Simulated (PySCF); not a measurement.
# Potential energy of F2 along the bond

Set-up: PySCF, spin-free X2C with a Gaussian nucleus, basis sets F x2c-TZVPPall. Energies in eV from F + F in their ground configurations at the same level. All curves are PBE0. state 1: ¹Σg⁺ (singlet), closed shell; state 2: ³Πu (triplet), unpaired electrons σ ↑, π ↑, a second solution, started from another occupation.

| R (Å) | state 1 | state 2 |
| --- | --- | --- |
| 1.184 | -0.357 | 6.9871 |
| 1.239 | -1.001 | 4.9659 |
| 1.294 | -1.361 | 3.4507 |
| 1.336 | -1.490 | 2.5827 |
| 1.377 | -1.527 | 1.9012 |
| 1.418 | -1.492 | 1.3734 |
| 1.473 | -1.361 | 0.8618 |
| 1.542 | -1.104 | 0.4593 |
| 1.625 | -0.713 | 0.2208 |
| 1.735 | -0.135 | 0.1660 |

Problem. Put a parabola through the three lowest points of the state 1 curve and estimate Re, k and ωe (reduced mass 9.499 u; 1 eV/Å² = 0.16022 mdyn/Å; ωe = 1302.8·√(k/μ) cm⁻¹).

Solution. Through R = 1.336, 1.377, 1.418 Å the second-order coefficient is 21.4 eV/Å², so Re ≈ 1.378 Å, k ≈ 6.86 mdyn/Å and ωe ≈ 1107 cm⁻¹. A polynomial fit of higher order to the unrounded PBE0 energies gives Re = 1.376 Å, k = 6.77 mdyn/Å, ωe = 1100 cm⁻¹; anharmonicity and rounding make the difference.

The higher-order fit for each curve: state 1: Re = 1.376 Å, ωe = 1100 cm⁻¹, De = 1.53 eV; state 2: Re = 1.706 Å, ωe = 678 cm⁻¹, minimum 0.159 eV above the ground-state fragments.
